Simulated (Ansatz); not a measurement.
# AlH3O, SMILES [OH][AlH2]: a ladder of methods at one geometry

Computed with Ansatz's Python interface.

At the Python prompt:
```pycon
>>> from pathlib import Path
>>> import ansatz as az
>>> import numpy as np
>>> geometry = (
...     az.Crystal.molecule()
...     .atom("O", (0.978, -1.0187, 0.3263))
...     .atom("Al", (-0.1572, 0.3724, -0.2973))
...     .atom("H", (0.4059, -1.3538, 1.0713))
...     .atom("H", (-1.1865, 0.08, -1.4096))
...     .atom("H", (0.0098, 1.8465, 0.2678))
... )
>>> calculation = geometry.calculation().basis(gaussian="def2-SVP")
>>> print("functional    E (Ha)        dipole (D)   HOMO (eV)  LUMO (eV)")
functional    E (Ha)        dipole (D)   HOMO (eV)  LUMO (eV)
>>> for name in ["hse06", "lc_wpbe", "revpbe", "hf", "pbe0"]:
...     summary = calculation.functional(name).forces().orbitals().run(runs_dir="runs").report
...     lines = Path(summary["orbitals_path"]).read_text().splitlines()
...     field_of = lambda key: [line.split("=")[1].strip() for line in lines if line.startswith(key)]
...     orbitals = [(27.211386 * float(e), s, float(n)) for e, s, n in zip(field_of("Ene="), field_of("Spin="), field_of("Occup="))]
...     homo = max(e for e, _, n in orbitals if n > 0.5)
...     lumo = min(e for e, _, n in orbitals if n < 0.5)
...     dipole = 4.803205 * np.linalg.norm(summary["charge_distribution"]["dipole_moment_e_ang"])
...     print(f"{name:10s} {summary['free_energy_ev'] / 27.211386246:14.6f} {dipole:9.3f} {homo:11.3f} {lumo:10.3f}")
...
hse06         -319.115761     1.793      -7.480     -1.925
lc_wpbe       -319.197975     1.857     -10.682      0.522
revpbe        -319.249335     1.607      -6.211     -2.210
hf            -318.398235     2.108     -11.697      1.162
pbe0          -319.125368     1.796      -7.887     -1.554
```

Total energies depend on the basis set; only differences at equal settings carry meaning. The geometry is a force-field or estimated start, not a minimum of this method, and the basis set is short of its limit. A lower total doesn't mark the better method: functionals have no common bound, and MP2 and coupled cluster aren't variational. Levels such as HOMO and LUMO are orbital energies: with these approximate functionals they aren't the ionisation energy and electron affinity, and their gap isn't the fundamental gap. hse06 follows the composition of plane-wave codes, whose totals differ by tens of mHa, up to about 0.1 Ha, from the form usual in Gaussian-basis programs (wpbeh). Wall time of the script: 3.2 s on 1 thread of Arm Neoverse V2, on a shared host, peak memory 0.17 GiB.

(Lines on the test bed's own set-up are left out of the output.)
